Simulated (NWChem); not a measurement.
System: dichloromethane (CH₂Cl₂); SMILES ClCCl

Results from NWChem. The geometry was optimised at PBE-D3(BJ)/def2-SVP.

For level PBE0/def2-SVP:

highest occupied level (eV): -8.48
orbital gap (eV): 8.85
dipole (D): 1.71

### Question
What are these values for level PBE0/pcseg-1?

### Answer
The highest occupied level (eV) is -8.86 and the orbital gap (eV) is 8.45. The dipole (D) is 1.83.
